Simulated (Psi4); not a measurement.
**[CH3]+ (SMILES [CH3+]), step by step**

Aim: a geometry optimisation (HF-3c/MINIX), then the harmonic vibrations, then a single-point energy (MP2/def2-TZVPP) of [CH3]+. 

The results are computed with Psi4 1.11.

## (1) Starting point

[CH3]+ has 4 atoms, charge +1, and is taken as a singlet. SMILES: `[CH3+]`. Geometry: relaxed at GFN2-xTB. The run starts from this shape.

Bond lengths: C1–H2 1.103 Å, C1–H3 1.103 Å, C1–H4 1.103 Å. Angles: H2–C1–H3 119.9°, H2–C1–H4 120.1°, H3–C1–H4 120.0°.

## (2) A structure relaxation at HF-3c/MINIX (density fitting) (run 1)

calc.py reads:

```python
import psi4

psi4.set_memory('1600 MB')
psi4.set_num_threads(1)
psi4.set_output_file('output.dat', False)

molecule = psi4.geometry("""
1 1
C
H 1 1.103392
H 1 1.103002 2 119.8724
H 1 1.103076 3 120.01311 2 -179.95946
symmetry c1
""")

psi4.set_options({
    'reference': 'rks',
    'geom_maxiter': 60,
})

e = psi4.optimize('hf-3c', molecule=molecule)
print(f'hf-3c energy: {e:.10f} Eh')
print(molecule.to_string(dtype='xyz', units='Angstrom'))
```

Launch:

```bash
python calc.py
```

output.dat:

```text
Psi4 1.11 release

gradient() will perform analytic gradient computation.

   => Loading Basis Set <=

    Name: MINIX
    Role: ORBITAL
    Keyword: BASIS

   => HF3C: Empirical Dispersion <=

        s6 =       1.000000
        s8 =       0.877700
        a1 =       0.417100
        a2 =       2.914900

         ---------------------------------------------------------
                                   SCF
                              RKS Reference
                        1 Threads,   1525 MiB Core
         ---------------------------------------------------------

  ==> Geometry <==

    Molecular point group: c1
    Full point group: C1

    Geometry (in Angstrom), charge = 1, multiplicity = 1:

       Center              X                  Y                   Z               Mass
    ------------   -----------------  -----------------  -----------------  -----------------
         C           -0.000045337179    -0.000152003026    -0.000038513608    12.000000000000
         H           -0.000045337179    -0.000152003026     1.103353486392     1.007825032230
         H           -0.000045337179     0.956301594416    -0.549410817191     1.007825032230
         H            0.000630496383    -0.954339717403    -0.553484094272     1.007825032230

  Running in c1 symmetry.

  Rotational constants: A =      9.17647  B =      9.14990  C =      4.58159 [cm^-1]
  Rotational constants: A = 275103.74574  B = 274307.24413  C = 137352.46796 [MHz]
  Nuclear repulsion =    9.465339551992034

  Charge       = 1
  Multiplicity = 1
  Electrons    = 8
  Nalpha       = 4
  Nbeta        = 4

  ==> Algorithm <==

  SCF Algorithm Type is DF.
  DIIS enabled.
  MOM disabled.
  Fractional occupation disabled.
  Guess Type is SAD.
  Energy threshold   = 1.00e-08
  Density threshold  = 1.00e-08
  Integral threshold = 1.00e-12

  ==> Primary Basis <==

  Basis Set: MINIX
    Blend: MINIX
    Number of shells: 6
    Number of basis functions: 8
    Number of Cartesian functions: 8
    Spherical Harmonics?: true
    Max angular momentum: 1

   => Loading Basis Set <=

    Name: (MINIX AUX)
    Role: JKFIT
    Keyword: DF_BASIS_SCF

  ==> Integral Setup <==

  DFHelper Memory: AOs need 0.000 GiB; user supplied 1.118 GiB.
  SCF_SUBTYPE=INCORE selected. In-core MEM_DF algorithm will be used.
  Using in-core AOs.

  ==> MemDFJK: Density-Fitted J/K Matrices <==

    J tasked:                   Yes
    K tasked:                   Yes
    wK tasked:                   No
    Memory [MiB]:              1144
    Algorithm:                 Core
    Schwarz Cutoff:           1E-12
    Mask sparsity (%):       0.0000
    Fitting Condition:        1E-10

   => Auxiliary Basis Set <=

  Basis Set: (MINIX AUX)
    Blend: DEF2-UNIVERSAL-JKFIT
    Number of shells: 43
    Number of basis functions: 129
    Number of Cartesian functions: 149
    Spherical Harmonics?: true
    Max angular momentum: 4

  Minimum eigenvalue in the overlap matrix is 2.6726701037E-01.
  Reciprocal condition number of the overlap matrix is 1.3330967072E-01.
    Using symmetric orthogonalization.

  ==> Pre-Iterations <==

  SCF Guess: Superposition of Atomic Densities via on-the-fly atomic UHF (no occupation information).

   -------------------------
    Irrep   Nso     Nmo
   -------------------------
     A          8       8
   -------------------------
    Total       8       8
   -------------------------

  ==> Iterations <==

                           Total Energy        Delta E     RMS |[F,P]|

   @DF-RKS iter SAD:   -38.12424353618393   -3.81242e+01   0.00000e+00
   @DF-RKS iter   1:   -38.90594617341299   -7.81703e-01   3.24358e-02 DIIS/ADIIS
   @DF-RKS iter   2:   -38.95188617051764   -4.59400e-02   2.38206e-03 DIIS/ADIIS
   @DF-RKS iter   3:   -38.95206626379094   -1.80093e-04   5.56566e-05 DIIS
   @DF-RKS iter   4:   -38.95206632283068   -5.90397e-08   6.53129e-06 DIIS
   @DF-RKS iter   5:   -38.95206632534924   -2.51855e-09   1.24807e-07 DIIS
   @DF-RKS iter   6:   -38.95206632534995   -7.17648e-13   1.30292e-09 DIIS
  Energy and wave function converged.

  ==> Post-Iterations <==

    Orbital Energies [Eh]
    ---------------------

    Doubly Occupied:

       1A    -11.698817     2A     -1.307000     3A     -0.975772
       4A     -0.975338

    Virtual:

       5A     -0.297761     6A      0.225090     7A      0.306940
       8A      0.308215

    Final Occupation by Irrep:
              A
    DOCC [     4 ]
    NA   [     4 ]
    NB   [     4 ]

  @DF-RKS Final Energy:   -38.95206632534995

   => Energetics <=

    Nuclear Repulsion Energy =              9.4653395519920345
    One-Electron Energy =                 -66.9174160119879815
    Two-Electron Energy =                  18.5017806197166195
    Total Energy =                        -38.9520663253499535

Computation Completed

Properties will be evaluated at   0.000000,   0.000000,   0.000000 [a0]

Properties computed using the SCF density matrix

 Multipole Moments:

 ------------------------------------------------------------------------------------
     Multipole            Electronic (a.u.)      Nuclear  (a.u.)        Total (a.u.)
 ------------------------------------------------------------------------------------

 L = 1.  Multiply by 2.5417464519 to convert [e a0] to [Debye]
 Dipole X            :         -0.0004325            0.0005061            0.0000736
 Dipole Y            :         -0.0010885            0.0016967            0.0006082
 Dipole Z            :         -0.0000602            0.0004299            0.0003697
 Magnitude           :                                                    0.0007155

[... 99 lines left out ...]
	                                 ==> Convergence Check <==
[... 8 lines left out ...]
	  Convergence Criteria     1.00e-06 *    3.00e-04 *             o    1.20e-03 *             o~
[... 101 lines left out ...]
   @DF-RKS iter   1:   -38.95446380466635   -6.99176e-02   1.37520e-03 DIIS/ADIIS
[... 2 lines left out ...]
   @DF-RKS iter   4:   -38.95455867140652   -1.25271e-07   6.27132e-06 DIIS
[... 2 lines left out ...]
   @DF-RKS iter   7:   -38.95455868099450   -9.23706e-14   9.14811e-10 DIIS
[... 10 lines left out ...]
  @DF-RKS Final Energy:   -38.95455868099450
[... 5 lines left out ...]
    Two-Electron Energy =                  18.3516596268426859
[... 16 lines left out ...]
 Dipole Y            :         -0.0004139            0.0006987            0.0002847
[... 83 lines left out ...]
	Measures of convergence in internal coordinates in au.
[... 74 lines left out ...]
                           Total Energy        Delta E     RMS |[F,P]|
[... 3 lines left out ...]
   @DF-RKS iter   2:   -38.95470902575745   -2.17130e-05   2.14765e-04 DIIS/ADIIS
[... 2 lines left out ...]
   @DF-RKS iter   5:   -38.95472059392019   -2.55455e-08   6.29371e-07 DIIS
[... 2 lines left out ...]
  Energy and wave function converged.
[... 13 lines left out ...]
    Nuclear Repulsion Energy =              9.1722705254319052
[... 2 lines left out ...]
    Total Energy =                        -38.9547205939509809
[... 16 lines left out ...]
 Dipole Z            :         -0.0001764            0.0002047            0.0000283
[... 87 lines left out ...]
	   Step    Total Energy     Delta E     Max Force     RMS Force      Max Disp      RMS Disp
[... 71 lines left out ...]
   @DF-RKS iter   0:   -38.91097543886700   -3.89110e+01   7.96900e-03
[... 2 lines left out ...]
   @DF-RKS iter   3:   -38.95074695729688   -1.52867e-03   4.71978e-04 DIIS/ADIIS
[... 2 lines left out ...]
   @DF-RKS iter   6:   -38.95079287466969   -3.28379e-09   1.16156e-06 DIIS
[... 2 lines left out ...]
   @DF-RKS iter   9:   -38.95079287475858   -2.34479e-13   1.01811e-08 DIIS
[... 5 lines left out ...]
    Final Occupation by Irrep:
[... 10 lines left out ...]
    One-Electron Energy =                 -66.4727779141346105
[... 16 lines left out ...]
 Dipole X            :          0.2035995           -0.2481935           -0.0445941
[... 82 lines left out ...]
	                                 ==> Convergence Check <==
[... 8 lines left out ...]
	  Convergence Criteria     1.00e-06 *    3.00e-04 *             o    1.20e-03 *             o
[... 70 lines left out ...]
   @DF-RKS iter   1:   -38.95291655653054    4.45613e-03   1.80924e-03 DIIS/ADIIS
[... 2 lines left out ...]
   @DF-RKS iter   4:   -38.95373019849117   -5.60293e-06   1.66849e-05 DIIS
[... 2 lines left out ...]
   @DF-RKS iter   7:   -38.95373023240504   -1.54898e-12   1.07758e-08 DIIS
[... 5 lines left out ...]
    Final Occupation by Irrep:
[... 10 lines left out ...]
    One-Electron Energy =                 -66.5067760561872205
[... 16 lines left out ...]
 Dipole X            :          0.1053512           -0.1279936           -0.0226424
[... 82 lines left out ...]
	                                 ==> Convergence Check <==
[... 8 lines left out ...]
	  Convergence Criteria     1.00e-06 *    3.00e-04 *             o    1.20e-03 *             o
[... 70 lines left out ...]
   @DF-RKS iter   1:   -38.95393136323891   -2.72544e-03   1.81152e-03 DIIS/ADIIS
[... 2 lines left out ...]
   @DF-RKS iter   4:   -38.95474880005175   -3.99965e-06   1.27309e-05 DIIS
[... 2 lines left out ...]
   @DF-RKS iter   7:   -38.95474881391524   -1.00897e-12   1.91846e-08 DIIS
[... 5 lines left out ...]
    Final Occupation by Irrep:
[... 10 lines left out ...]
    One-Electron Energy =                 -66.5117546872507006
[... 16 lines left out ...]
 Dipole X            :          0.0049797           -0.0060465           -0.0010668
[... 82 lines left out ...]
	                                 ==> Convergence Check <==
[... 8 lines left out ...]
	  Convergence Criteria     1.00e-06 *    3.00e-04 *             o    1.20e-03 *             o
[... 61 lines left out ...]
  Minimum eigenvalue in the overlap matrix is 2.8809683069E-01.
  Reciprocal condition number of the overlap matrix is 1.4721164167E-01.
    Using symmetric orthogonalization.

  ==> Iterations <==

                           Total Energy        Delta E     RMS |[F,P]|

   @DF-RKS iter   0:   -38.95534372414421   -3.89553e+01   1.85404e-04
   @DF-RKS iter   1:   -38.95474936208811    5.94362e-04   9.01186e-05 DIIS
   @DF-RKS iter   2:   -38.95475058173136   -1.21964e-06   5.50382e-05 DIIS
   @DF-RKS iter   3:   -38.95475133927342   -7.57542e-07   9.31447e-06 DIIS
   @DF-RKS iter   4:   -38.95475135821797   -1.89445e-08   1.46082e-06 DIIS
   @DF-RKS iter   5:   -38.95475135847020   -2.52236e-10   2.97399e-08 DIIS
   @DF-RKS iter   6:   -38.95475135847024   -3.55271e-14   4.89839e-09 DIIS
  Energy and wave function converged.

  ==> Post-Iterations <==

    Orbital Energies [Eh]
    ---------------------

    Doubly Occupied:

       1A    -11.682339     2A     -1.284164     3A     -0.953992
       4A     -0.953971

    Virtual:

       5A     -0.285451     6A      0.189863     7A      0.279062
       8A      0.279120

    Final Occupation by Irrep:
              A
    DOCC [     4 ]
    NA   [     4 ]
    NB   [     4 ]

  @DF-RKS Final Energy:   -38.95475135847024

   => Energetics <=

    Nuclear Repulsion Energy =              9.1789352316670421
    One-Electron Energy =                 -66.5159804202124860
    Two-Electron Energy =                  18.3835234575531388
    Total Energy =                        -38.9547513584702401

Computation Completed

Properties will be evaluated at   0.000000,   0.000000,   0.000000 [a0]

Properties computed using the SCF density matrix

 Multipole Moments:

 ------------------------------------------------------------------------------------
     Multipole            Electronic (a.u.)      Nuclear  (a.u.)        Total (a.u.)
 ------------------------------------------------------------------------------------

 L = 1.  Multiply by 2.5417464519 to convert [e a0] to [Debye]
 Dipole X            :          0.0000135           -0.0000164           -0.0000029
 Dipole Y            :         -0.0000539            0.0000878            0.0000339
 Dipole Z            :         -0.0000051            0.0000102            0.0000051
 Magnitude           :                                                    0.0000344

 ------------------------------------------------------------------------------------

	total time  =          0 seconds =       0.00 minutes

         ------------------------------------------------------------
                                   SCF GRAD
         ------------------------------------------------------------

  ==> Geometry <==

    Molecular point group: c1
    Full point group: C1

    Geometry (in Angstrom), charge = 1, multiplicity = 1:

       Center              X                  Y                   Z               Mass
    ------------   -----------------  -----------------  -----------------  -----------------
         C            0.000001468006    -0.000007861745    -0.000000911200    12.000000000000
         H            0.000001468006    -0.000007861745     1.137578223321     1.007825032230
         H            0.000001468006     0.985224514620    -0.568685022640     1.007825032230
         H           -0.000020415302    -0.985123044418    -0.568882351181     1.007825032230

  Nuclear repulsion =    9.178935231667042

   => Auxiliary Basis Set <=

  Basis Set: (MINIX AUX)
    Blend: DEF2-UNIVERSAL-JKFIT
    Number of shells: 43
    Number of basis functions: 129
    Number of Cartesian functions: 149
    Spherical Harmonics?: true
    Max angular momentum: 4

  -Total Gradient:
     Atom            X                  Y                   Z
    ------   -----------------  -----------------  -----------------
       1        0.000002403283    -0.000015497667    -0.000002956437
       2       -0.000000800883     0.000009758009    -0.000005383627
       3       -0.000000801362    -0.000002697863     0.000008146327
       4       -0.000000801037     0.000008437521     0.000000193736

	total time  =          0 seconds =       0.00 minutes

    			-----------------------------------------

    			 OPTKING 3.0: for geometry optimizations

    			        with contributions from

    			-----------------------------------------

	                            ===> Fragment 1 <==

	 Z (Atomic Numbers)          Masses                          Geom
	       6.000000            12.000000          0.00000277 -0.00001486 -0.00000172
	       1.000000             1.007825          0.00000277 -0.00001486  2.14971129
	       1.000000             1.007825          0.00000277  1.86180450 -1.07465894
	       1.000000             1.007825         -0.00003858 -1.86161275 -1.07503184

	 - Coordinate -           - BOHR/RAD -       - ANG/DEG -
	 R(1,2)           =         2.149713           1.137579
	 R(1,3)           =         2.149711           1.137578
	 R(1,4)           =         2.149706           1.137575
[... 5 lines of this table left out ...]
	 O(4,1,2,3)       =         0.000019           0.001102

	        --- Internal Coordinate Step in ANG or DEG, aJ/ANG or AJ/DEG ---
	-------------------------------------------------------------------------------
	           Coordinate      Previous         Force          Change          New
	           ----------      --------        ------          ------        ------
	               R(1,2)       1.13758        0.00004        0.00001       1.13759
	               R(1,3)       1.13758        0.00005        0.00001       1.13759
	               R(1,4)       1.13758        0.00006        0.00001       1.13759
[... 5 lines of this table left out ...]
	           O(4,1,2,3)       0.00110       -0.00000       -0.00106       0.00004
	-------------------------------------------------------------------------------

	                                 ==> Convergence Check <==

	Measures of convergence in internal coordinates in au.

	Criteria marked as inactive (o), active & met (*), and active & unmet ( ).

	----------------------------------------------------------------------------------------------
	   Step    Total Energy     Delta E     Max Force     RMS Force      Max Disp      RMS Disp
	----------------------------------------------------------------------------------------------
	  Convergence Criteria     1.00e-06 *    3.00e-04 *             o    1.20e-03 *             o
	----------------------------------------------------------------------------------------------
	     7     -38.95475136   -2.54e-06      1.11e-05 *    6.22e-06 o    7.25e-05 *    3.55e-05 o  ~
	----------------------------------------------------------------------------------------------

Next Geometry in Ang
	Fragment 1 (Ang)

	    C  -0.0000037956   0.0000119842   0.0000016058
	    H   0.0000032223  -0.0000400269   1.1375876379
	    H   0.0000032225   0.9852365181  -0.5687131143
	    H  -0.0000186606  -0.9851227287  -0.5688661911

    Final optimized geometry and variables:
    Molecular point group: c1
    Full point group: C1

    Geometry (in Angstrom), charge = 1, multiplicity = 1:

    C
    H             1    1.137579
    H             1    1.137578      2  119.993891
    H             1    1.137575      3  120.000660      2  179.998727

[set-up sections that repeat, and orbital energies of the middle runs, are left out above]
```

The script printed:

```text
Optimizer: Optimization complete!
hf-3c energy: -38.9547513585 Eh
4
1 1 CH3
C                     0.000001468006    -0.000007861745    -0.000000911200
H                     0.000001468006    -0.000007861745     1.137578223321
H                     0.000001468006     0.985224514620    -0.568685022640
H                    -0.000020415302    -0.985123044418    -0.568882351181
```

Run time: 4.5 s. Hardware: 1 thread of Intel Xeon Platinum 8488C (Sapphire Rapids), shared host; peak memory 0.21 GiB.

Steps, from the record of the run:

```csv
step,energy from the first frame kept (eV),largest force (eV/Å)
0,0.0000,1.4626
1,-0.0678,0.3641
2,-0.0722,0.1651
3,0.0347,1.9301
4,-0.0453,0.9724
5,-0.0730,0.0458
6,-0.0731,0.0008
```

After the run. Bond lengths: C1–H2 1.138 Å, C1–H3 1.138 Å, C1–H4 1.138 Å. Angles: H2–C1–H3 120.0°, H2–C1–H4 120.0°, H3–C1–H4 120.0°.

## (3) Vibrational wavenumbers at HF-3c/MINIX (density fitting) (run 2)

input.in reads:

```
memory 1.6 GB

molecule system {
  1 1
  C      0.000315    -0.000325    -0.000009
  H      0.280258     0.622977     0.909503
  H     -1.032602     0.104230    -0.465022
  H      0.753178    -0.728139    -0.444487
}

set t 400.0
set rotational_symmetry_number 6

freq("hf-3c")
```

Launch:

```bash
psi4 -n 1 input.in input.out
```

input.out (excerpt; [...] marks lines left out):

```text
[...]
  Running in c1 symmetry.
[...]
  Nuclear repulsion =    9.178935513239109
[...]
  Multiplicity = 1
[...]
  Nalpha       = 4
  Nbeta        = 4
[...]
    Number of basis functions: 8
[...]
   @DF-RHF iter   1:   -38.90629370298168   -8.42832e-01   3.28680e-02 DIIS/ADIIS
[...]
  -Total Gradient:
     Atom            X                  Y                   Z
    ------   -----------------  -----------------  -----------------
       1        0.000014975170    -0.000006813687    -0.000003227893
       2       -0.000010475800     0.000000522203    -0.000004163268
       3        0.000003649824     0.000002855725     0.000006720872
       4       -0.000008149193     0.000003435759     0.000000670289
[...]
   @DF-RHF iter   6:   -38.95475135846898   -1.30740e-12   1.50675e-10 DIIS
[...]
    Orbital Energies [Eh]
    ---------------------
    Doubly Occupied:
       1A    -11.682339     2A     -1.284164     3A     -0.953992
       4A     -0.953971
[...]
  @DF-RHF Final Energy:   -38.95475135846898
   => Energetics <=
    Nuclear Repulsion Energy =              9.1789355132391091
    One-Electron Energy =                 -66.5159808173544462
    Two-Electron Energy =                  18.3835235735998239
    Total Energy =                        -38.9547513584689824
[...]
  ==> Harmonic Vibrational Analysis <==
[...]
  Freq [cm^-1]                1381.1678           1403.3334           1403.4286
[...]
  IR activ [km/mol]            17.7002             32.2426             32.2399
[...]
  Freq [cm^-1]                3236.1498           3369.1171           3369.1652
[...]
  IR activ [km/mol]             0.0000             380.2299            380.3209
[...]
  Total E_0, Enthalpy at 0 [K]                                                          -38.92248712 [Eh]
[...]
  Total H, Enthalpy at  400.00 [K]                                                      -38.91729317 [Eh]
[...]
  Total G, Gibbs energy at  400.00 [K]                                                  -38.94748741 [Eh]
[...]
```

Wall time 3.3 s (1 thread of Intel Xeon Platinum 8488C (Sapphire Rapids), shared host); peak memory 0.22 GiB.

(Part 1 of 2 ends here.)
